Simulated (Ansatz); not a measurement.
`C/C=C/C(C)C` from Hartree–Fock to CCSD(T)

```xyz
18

C     2.135   -1.864    0.166
C     0.936   -1.072   -0.234
C     0.194   -0.354    0.600
C    -1.009    0.473    0.258
C    -0.793    1.917    0.708
C    -1.404    0.415   -1.208
H     2.007   -2.925   -0.074
H     3.028   -1.528   -0.370
H     2.330   -1.779    1.237
H     0.673   -1.104   -1.289
H     0.477   -0.334    1.653
H    -1.847    0.074    0.848
H     0.021    2.377    0.140
H    -0.530    1.969    1.768
H    -1.695    2.515    0.555
H    -1.610   -0.608   -1.531
H    -0.610    0.817   -1.844
H    -2.303    1.011   -1.384
```

The species carries charge 0 and has multiplicity 1. Geometry: relaxed with PBE0-D4/def2-TZVP. It is one conformer, not always the lowest. Frozen core, restricted reference, Ansatz. CBS rows extrapolate triple and quadruple zeta; past MP2 they add the triple-zeta difference.

| basis | HF (Eh) | MP2 corr. |
| --- | --- | --- |
| def2-TZVPP | -234.26761 | -1.03402 |
| def2-QZVPP | -234.27855 | -1.09806 |

**Question.** Estimate the CCSD correlation energy and the (T) correction in each basis where they were run (hartree).

**Answer.** 
```json
{"basis": "def2-TZVPP", "CCSD corr.": "-1.09677", "(T)": "-0.04547"}
{"basis": "CBS(def2)", "CCSD corr.": "-1.20825", "(T)": "as TZ"}
```
